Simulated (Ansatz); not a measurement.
Low-lying states of NO (charge +1)

Program: Ansatz, Gaussian basis, development build. State-averaged CASSCF with equal weights; occupations are averaged over the states; levels count from the state that is lowest in CASSCF. Solutions may break the symmetry of the shape. No proof that the lowest CASSCF solution was found. CASSCF levels without dynamic correlation can be off by over 1 eV. The average may hold one member of a degenerate pair alone.

Geometry: bond length 1.1500 Å.

Basis cc-pVTZ, nonrelativistic, 2 orbitals frozen in the corrections; active space CAS(4,5). Averaged: 3 singlets.

(1) Give the levels in order.

Same geometry.

Basis cc-pVTZ, nonrelativistic, 2 orbitals frozen in the corrections; active space CAS(4,5). Averaged: 1 singlet, 1 triplet.

(2) Give the levels in order, with their spins.

Geometry: bond length 1.0599 Å.

Basis cc-pVDZ, nonrelativistic, 2 orbitals frozen in the corrections; active space CAS(10,8). Averaged: 2 singlets.

CASSCF levels: singlet 0.00, singlet 10.53 eV.

(3) How does SC-NEVPT2 move them?

## Answers

(1) 

```csv
state,CASSCF (eV)
singlet,0.000
singlet,8.952
singlet,9.697
```

Occupations: 1.71, 1.54, 0.48, 0.27, 0.01.

(2) 

```
  state  CASSCF (eV)
singlet        0.000
triplet        6.506
```

Occupations: 1.72, 1.64, 0.35, 0.28, 0.00.

(3) singlet 0.00, singlet 10.30 eV, in the same order of listing. The lowest state stays.
